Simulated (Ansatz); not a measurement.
Two isomers of CH5OSi: A = `[CH2][SiH2]O`•, B = `C[SiH]O`•.

Calculated with Ansatz (gas phase, PBE0-D4/def2-TZVP geometries, no zero-point term in ΔE). CCSD(T)/CBS adds triple-zeta CCSD(T) − MP2 to the extrapolated MP2 energy (def2 sets, frozen cores). DFT in def2-TZVPP. Open shells (•) are unrestricted, without spin–orbit coupling. One conformer a species, not always the lowest.

Problem. Which is lower in electronic energy at CCSD(T)/CBS, and by how much? (Best estimate.)

Solution. The calculation gave: B, by 41.7 kJ/mol.

Problem. Give E(B) − E(A) in kJ/mol with ωB97M-V, MP2/def2-TZVPP, LDA (SPW92), BLYP-D4, CCSD(T)/def2-TZVPP, PBE-D4, CCSD(T)/def2-SVP. (Estimate.)

Solution. Ansatz gave: ωB97M-V -41.0, MP2/def2-TZVPP -51.2, LDA (SPW92) -74.5, BLYP-D4 -49.4, CCSD(T)/def2-TZVPP -41.2, PBE-D4 -60.3, CCSD(T)/def2-SVP -44.5. None reverses the order clearly.

Problem. Does the order hold for the free energy at 298.15 K (harmonic terms from PBE0-D4)? (Estimate.)

Solution. Computed: Yes: G(B) − G(A) = -30.3 kJ/mol, for one conformer each.

Largest T1 diagnostic: 0.013.

From PBE to PBE0 (25 % exact exchange), in def2-TZVPP and without D4, E(B) − E(A) moves by +8.0 kJ/mol. Leaving LDA and LC-ωPBE aside and taking each functional with its dispersion term where it has one, the values, not all of them listed here, spread over 27.4 kJ/mol, from PBE-D4 to BHLYP-D4. LDA lies −14.8 kJ/mol from PBE without D4.
